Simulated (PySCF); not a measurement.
Gas-phase reaction: 2 AlF2OH = 2 AlF2 + H2O2

Computed with PySCF and rigid-rotor harmonic-oscillator thermochemistry at 1 bar. S°(298 K) at PBE0/def2-TZVP differs from the NASA 1993 table for H2O2 (-8 J/mol/K); whether the harmonic model or the table's entry is off was not settled. † marks an energy on the PBE0/def2-TZVP geometry and frequencies; other levels use their own. MP2 and CCSD(T) freeze the core. 6-31G* has spherical d functions here. Open shells (unrestricted): AlF2 (multiplicity 2); the rest are closed-shell singlets. No R ln 2 is added for the mirror-image form of H2O2. AlF2OH: computed as isolated molecules; such fragments, hydroxides, amides, oligomers or adducts are transient or little studied in the gas. MP2 isn't extrapolated to the basis-set limit; its ΔH°(298 K) is 867.2 kJ in def2-SVP and 883.4 kJ in def2-TZVPP. CCSD(T) isn't extrapolated to the basis-set limit; its ΔH°(298 K) is 844.2 kJ in def2-SVP and 864.1 kJ in def2-TZVPP. The harmonic model lacks anharmonicity and excited electronic states, which grow with temperature; levels with a mode under 35 cm⁻¹ are left out. Internal rotation in H2O2 is treated as a harmonic vibration of one conformer, which makes the entropy rough.

```
level                ΔE electronic, kJ  ΔH°(298 K), kJ  ΔS°(298 K), J/K  ΔG°(800 K), kJ
-------------------  -----------------  --------------  ---------------  --------------
CCSD(T)/def2-SVP†                  847             844              159             722
CCSD(T)/def2-TZVPP†                867             864              159             742
HF/6-31G*                          786             785              160             662
MP2/def2-SVP†                      870             867              159             745
MP2/def2-TZVPP†                    887             883              159             761
PBE/def2-SVP                       787             783              159             661
PBE0/def2-SVP†                     818             815              159             693
PBE0/def2-TZVP                     820             817              159             695
r2SCAN/def2-TZVP†                  836             833              159             710
ωB97M-V/def2-TZVP†                 870             867              159             744
```
ΔH° is lowest at PBE/def2-SVP and highest at MP2/def2-TZVPP†. No reference value is set beside these.
